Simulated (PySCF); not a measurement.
## Molecular orbitals of MgH⁺

PBE at R = 1.661 Å; Mg def2-TZVP, H def2-TZVP; no relativity (PySCF 2.14). State: ¹Σ⁺ (singlet), closed shell. Only the outer orbitals are listed, counted within each symmetry.

| orbital | occ. | ε (eV) | on Mg (%) | main shells (%) |
| --- | --- | --- | --- | --- |
| 1π | 2 | -55.63 | 100 | 100 Mg p |
| 1π | 2 | -55.63 | 100 | 100 Mg p |
| 3σ | 2 | -55.53 | 100 | 100 Mg p |
| 4σ | 2 | -13.40 | 54 | 46 H s, 45 Mg s |
| 5σ | 0 | -9.78 | 82 | 51 Mg s, 31 Mg p, 18 H s |
| 2π | 0 | -6.86 | 100 | 100 Mg p |
| 2π | 0 | -6.86 | 100 | 100 Mg p |

Question: Which are the highest filled and the lowest empty level, where do they sit, and how wide is the gap?

Answer: Highest filled 4σ at -13.40 eV (in %: 46 H s, 45 Mg s); lowest empty 5σ at -9.78 eV (in %: 51 Mg s, 31 Mg p, 18 H s); the gap at PBE is 3.62 eV.

| Quantity | Value |
| --- | --- |
| bond order (Mayer) | 0.99 |
| ⟨S²⟩ | 0.000 |
| charge on Mg (Mulliken, basis-dependent) | 0.93 |
| charge on Mg (Löwdin, basis-dependent) | 1.06 |
| dipole moment (positive dipole points towards H; it is taken about the centre of mass and depends on that origin) | -3.06 D |
| polarisability along the bond | 31.1 bohr³ |
| polarisability across the bond | 18.0 bohr³ |
